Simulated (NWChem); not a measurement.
Species: hydrogen cyanide (CHN); SMILES C#N

```xyz
3

C      0.0000     0.0000    -0.4925
N      0.0000     0.0000     0.6532
H      0.0000     0.0000    -1.5611
```
Atoms are numbered in this order, from 1.

Level: PBE0-D3(BJ)/def2-TZVP (NWChem), optimised geometry, unscaled harmonic frequencies. 

### Question
List the harmonic frequencies with IR intensities, and the thermochemistry.

### Answer
```csv
frequency (cm⁻¹),IR intensity (km/mol)
776,37.0
776,37.0
2223,1.7
3458,67.9
```

```json
{
  "zero_point_energy": "10.3 kcal/mol",
  "thermal correction to the enthalpy at 298.15 K (with zero-point energy)": "12.5 kcal/mol",
  "heat capacity Cv": "6.4 cal/(mol K)",
  "entropy at 298.15 K and 1 atm (symmetry number 1)": "48.0 cal/(mol K)",
  "dipole_moment": "3.03 D"
}
```

Rigid rotor and harmonic oscillator.
